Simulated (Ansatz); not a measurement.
Results of PBE (Ansatz, a quantum-chemistry and plane-wave program, plane waves, PAW) for rock-salt RbBr.

Numerical settings: plane-wave cutoff 520 eV, 6×6×6 k mesh, scalar-relativistic PAW data made under PBE.

Computed at the level's own relaxed cell.

Hill averages of the elastic tensor: K = 11.9 GPa, G = 6.3 GPa. Volume 43.191 Å³/atom, mean atomic mass 82.686 u.

Problem. Work out the density, the sound velocities of a polycrystal and the elastic Debye temperature at this level.

Solution. ρ = 1.66054 × 82.686/43.191 = 3.179 g/cm³. v_l = √[(K + 4G/3)/ρ] = 2.527 km/s and v_t = √(G/ρ) = 1.408 km/s. The mean follows from 3/v_m³ = 1/v_l³ + 2/v_t³: v_m = 1.568 km/s. Θ_D = (ħ/k_B) v_m (6π²/V)^(1/3) = 76.38 K Å s/km × 1.568 × 1.1109 Å⁻¹ = 133 K, counting all atoms of the cell.
